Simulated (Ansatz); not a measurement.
Basis-set extrapolation for `Cl[B+]Cl` (PBE0-D4/def2-TZVP geometry, frozen core, Ansatz 0.2.0). Multiplicity 1, RHF reference.

```
                      def2-TZVPP   def2-QZVPP
                 HF  -943.473839  -943.500049
    MP2 correlation    -0.446233    -0.487316
CCSD(T) correlation    -0.501074    -0.541483
```

Energies in hartree. Use E(X) = E(∞) + A·exp(−7.88·√X) for Hartree–Fock and E(X) = E(∞) + B·X^(−2.97) for correlation, with X = 3 and 4.

Question: What is the CCSD(T) energy at the basis-set limit?

Answer: HF limit: -943.500049 + (-0.026210) × 0.13774 = -943.50366. Correlation limit: -0.541483 + (-0.040409) × 0.74074 = -0.57142. Total: -944.07508 hartree, 263.0 kJ/mol below CCSD(T)/def2-TZVPP.
